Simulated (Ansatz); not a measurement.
# CH₅MgN: basis-set convergence

An exercise on one series of results from a longer session: the logs are not shown, and one member is left open.

Method: one geometry, several basis sets; program: Ansatz 0.2.0, Gaussian basis.

Levels to be run: PBE0-D4/def2-SVP; ωB97M-V/def2-SVP; PBE0-D4/def2-QZVPP; ωB97M-V/def2-QZVPP; the functionals' def2-TZVPP values are taken from earlier runs.

### The relaxed structure

An earlier PBE0-D4 in a triple-zeta def2 set relaxation fixed the geometry.

SMILES `[CH3][Mg][NH2]`, 8 atoms, charge 0, spin multiplicity 1.

Atoms are counted from 1 here; the program's logs count them from 0.

Bond lengths: C1–Mg2 2.079 Å, C1–H4 1.095 Å, C1–H5 1.094 Å, C1–H6 1.095 Å, Mg2–N3 1.892 Å, N3–H7 1.009 Å, N3–H8 1.009 Å. Angles: Mg2–C1–H4 111.7°, Mg2–C1–H5 111.8°, Mg2–C1–H6 111.8°, H4–C1–H5 107.1°, H4–C1–H6 107.0°, H5–C1–H6 107.2°, C1–Mg2–N3 180.0°, Mg2–N3–H7 126.6°, Mg2–N3–H8 126.6°, H7–N3–H8 106.8°.

As a file:

```xyz
8
CH5MgN
C    -1.0536    1.2222   -0.6460
Mg    0.2148   -0.2397    0.1141
N     1.3681   -1.5708    0.8061
H    -1.9326    0.7833   -1.1291
H    -0.5539    1.8456   -1.3941
H    -1.4198    1.8906    0.1396
H     2.2087   -1.4183    1.3438
H     1.2604   -2.5698    0.7099
```

Set-up of the first run:

File in.yaml:

```yaml
crystal:
  periodic: [false, false, false]
  atoms:
    - {symbol: C, position_ang: [-1.053620, 1.222181, -0.646038]}
    - {symbol: Mg, position_ang: [0.214843, -0.239725, 0.114091]}
    - {symbol: N, position_ang: [1.368079, -1.570771, 0.806131]}
    - {symbol: H, position_ang: [-1.932576, 0.783309, -1.129065]}
    - {symbol: H, position_ang: [-0.553940, 1.845555, -1.394116]}
    - {symbol: H, position_ang: [-1.419788, 1.890555, 0.139612]}
    - {symbol: H, position_ang: [2.208666, -1.418268, 1.343830]}
    - {symbol: H, position_ang: [1.260435, -2.569838, 0.709855]}
basis:
  gaussian: {orbitals: def2-SVP}
hamiltonian: {xc: pbe0, dispersion: d4}
output: {orbitals: {seedname: orbitals}}
```

Steps of the session up to this table: PBE0-D4 in def2-SVP; ωB97M-V in def2-SVP; PBE0-D4 in def2-QZVPP; ωB97M-V in def2-QZVPP.

One of the session's tables, all rows but one given; the rest of the session is left out.

It belongs to the step «Density functionals: the series». 

```
functional       basis  HOMO (eV)
   PBE0-D4    def2-SVP      -5.98
   PBE0-D4  def2-TZVPP      -6.14
   PBE0-D4  def2-QZVPP      -6.19
   ωB97M-V    def2-SVP      -8.40
   ωB97M-V  def2-TZVPP          ?
   ωB97M-V  def2-QZVPP      -8.60
```

**Question.** Estimate the row for ωB97M-V, def2-TZVPP.

The run gave: HOMO (eV): -8.56. In the column «HOMO (eV)» it lies between ωB97M-V, def2-QZVPP (-8.60) and ωB97M-V, def2-SVP (-8.40).
